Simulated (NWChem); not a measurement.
## Correlation energy of CH (+1)

```xyz
2

C      0.0000     0.0000     0.1639
H      0.0000     0.0000    -0.9833
```
Charge +1, spin multiplicity 1.

The numbers come from NWChem runs, not from measurements. Structure: optimised with PBE0/def2-SVP, a minimum by its harmonic frequencies.

Basis set: STO-3G. Each correlation energy counts from its own Hartree-Fock reference.

The correlated methods keep 1 core orbital frozen. The structure started from a generated list of species. Coupled-cluster values serve here as a point of comparison, not as the truth.

```json
[
 {"method": "CCSD(T)", "correlation energy (mHa)": "-59.9"},
 {"method": "SCS-MP2", "correlation energy (mHa)": "___"},
 {"method": "CR-CCSD(T)", "correlation energy (mHa)": "-59.9"},
 {"method": "CCSDT", "correlation energy (mHa)": "-60.0"},
 {"method": "MP2", "correlation energy (mHa)": "___"},
 {"method": "CR-CCSD[T]", "correlation energy (mHa)": "-59.9"},
 {"method": "CCSD", "correlation energy (mHa)": "-59.9"},
 {"method": "CCSD+T(CCSD)", "correlation energy (mHa)": "-59.9"}
]
```

Problem. What belongs in the gaps?

Solution. 
- SCS-MP2, correlation energy (mHa): -38.7
- MP2, correlation energy (mHa): -32.3
